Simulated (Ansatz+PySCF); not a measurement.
The numbers below are computed, except where a source is named.
This PySCF input gave a total energy of -188.50821 hartree.

```python
from pyscf import gto, scf, mp

mol = gto.M(atom="""
C 0.000000 0.000000 -0.329770
O 0.000000 1.222530 0.223090
O 0.000000 -1.222530 0.223090
H 0.000000 0.000000 -1.590870
""", basis='def2-svp', charge=-1, spin=0)
mf = scf.RHF(mol)
mf.kernel()
pt = mp.MP2(mf, frozen=3).run()
print(mf.e_tot, pt.e_corr, pt.e_tot)
```

Task: Write an input for Ansatz with the same method and basis set.

Result:

```yaml
crystal:
  periodic: [false, false, false]
  atoms:
    - { symbol: C, position_ang: [0.0, 0.0, -0.32977] }
    - { symbol: O, position_ang: [0.0, 1.22253, 0.22309] }
    - { symbol: O, position_ang: [0.0, -1.22253, 0.22309] }
    - { symbol: H, position_ang: [0.0, 0.0, -1.59087] }
basis:
  gaussian: { orbitals: def2-SVP }
total_charge: -1
hamiltonian:
  xc: hf
correlation:
  method: mp2
  frozen_orbitals: { C: 1, H: 0, O: 1 }
scf:
  omitted_lower_state_checks: [stability, starts, atomic_configurations, cluster_reference, orbital_swaps, given_window_search, neighbouring_geometries, increment]
```

Ansatz (development build ahead of 0.2.0) gave -188.50821 hartree, 0.05 meV from the first. Caution: no diffuse functions for an anion.
